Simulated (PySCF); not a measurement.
Molecule: SMILES FC(CCC)F, C$_{4}$H$_{8}$F$_{2}$.

Cartesian coordinates in Å; atom numbers follow the order of the lines, from 1:
```xyz
14

C     1.890    0.388   -0.226
C     0.457    0.630    0.218
C    -0.407   -0.619    0.138
C    -1.845   -0.374    0.510
F    -2.404    0.522   -0.341
F    -2.555   -1.522    0.415
H     2.491    1.307   -0.164
H     2.382   -0.375    0.398
H     1.929    0.034   -1.269
H    -0.001    1.418   -0.403
H     0.449    1.015    1.253
H    -0.019   -1.408    0.802
H    -0.404   -1.032   -0.885
H    -1.967    0.019    1.536
```

Geometry PBE0-D3(BJ)/def2-SVP throughout; GIAO in PySCF 2.14.0 with density-fitted response routines, gas phase, one conformer, non-relativistic; equivalent atoms averaged; functional PBE0.

For orientation, 6-311+G(2d,p) gives these absolute shieldings σ: C4 68.2, C3 147.1, C2 167.0, C1 171.6, F5/F6 307.2, H14 25.82, H12/H13 29.95, H10/H11 30.17, H7/H8/H9 30.56 ppm.

A run gave: C4 65.3, C3 146.5, C2 166.3, C1 171.0, F5/F6 307.5, H14 25.84, H12/H13 29.91, H10/H11 30.11, H7/H8/H9 30.52 ppm (absolute shieldings σ).

Q: Which basis set was used in that run?
A. def2-TZVP
B. 6-31G
C. IGLO-III
D. cc-pVDZ
E. pcSseg-1

A: A. C1 tells them apart best: def2-TZVP gives 171.0, cc-pVDZ gives 180.5, pcSseg-1 gives 168.6, 6-31G gives 183.8, IGLO-III gives 168.1 ppm.
